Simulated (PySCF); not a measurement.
# C2H3F3: the cost of one run

Computed with PySCF 2.14.0. Level: levels as typed in each script, gas phase, geometry from GFN2-xTB.

### Step 1. Starting geometry

SMILES `CC(F)(F)F`, 8 atoms, charge 0, spin multiplicity 1.

Bond lengths: C1–C2 1.508 Å, C1–H6 1.089 Å, C1–H7 1.085 Å, C1–H8 1.087 Å, C2–F3 1.342 Å, C2–F4 1.342 Å, C2–F5 1.342 Å. Angles: C2–C1–H6 108.9°, C2–C1–H7 109.1°, C2–C1–H8 109.0°, H6–C1–H7 109.9°, H6–C1–H8 109.8°, H7–C1–H8 110.0°, C1–C2–F3 112.4°, C1–C2–F4 112.4°, C1–C2–F5 112.3°, F3–C2–F4 106.4°, F3–C2–F5 106.5°, F4–C2–F5 106.5°.

Geometry (Å):

```xyz
8

C    -1.48722    0.00303    0.00110
C     0.02033    0.00000    0.00013
F     0.53198    0.59772   -1.08715
F     0.53369    0.64090    1.06164
F     0.52617   -1.24267    0.02462
H    -1.83841    1.03316   -0.01783
H    -1.84322   -0.49186    0.89871
H    -1.84347   -0.52310   -0.88027
```

### Step 2. Density, bond paths and surface potential (PBE0/def2-tzvp)

File input.py:

```python
import numpy as np
from pyscf import gto, scf, dft
from pyscf.scf import atom_ks, atom_hf
from scipy.linalg import block_diag

def solve(mol, dm0=None, hcore=None):
    mf = (dft.UKS if mol.spin else dft.RKS)(mol, xc='pbe0')
    mf.grids.level = 3
    mf = mf.density_fit(auxbasis='def2-universal-jkfit')
    mf.conv_tol, mf.max_cycle = 1e-8, 80
    if hcore is not None:
        mf.get_hcore = lambda *args: hcore
    mf.kernel(dm0)
    if not mf.converged:
        mf = mf.newton().run(mf.mo_coeff, mf.mo_occ, max_cycle=30)
    assert mf.converged, 'SCF not converged'
    return mf

mol = gto.M(atom='''
C     -1.48722     0.00303     0.00110
C      0.02033     0.00000     0.00013
F      0.53198     0.59772    -1.08715
F      0.53369     0.64090     1.06164
F      0.52617    -1.24267     0.02462
H     -1.83841     1.03316    -0.01783
H     -1.84322    -0.49186     0.89871
H     -1.84347    -0.52310    -0.88027
''', basis='def2-tzvp', charge=0, spin=0, verbose=4)
mf = solve(mol)
mf.analyze()
# spherically averaged free atoms, for the promolecule
atm = atom_ks.get_atm_nrks(mol, xc='pbe0')
pro = block_diag(*[(atm[a[0]][2] * atm[a[0]][3]) @ atm[a[0]][2].T for a in mol._atom])
np.savez('result.npz', e=mf.e_tot, c=mf.mo_coeff, occ=mf.mo_occ, eps=mf.mo_energy, pro=pro, dip=mf.dip_moment(verbose=0), s2=mf.spin_square()[0])
```

Started as:

```sh
OMP_NUM_THREADS=1 python input.py
```

What time and memory should one allow on 1 thread of Intel Xeon Platinum 8259CL at 2.50GHz (Skylake/Cascade Lake), shared host?

About 13 s, with a peak of 0.62 GiB.
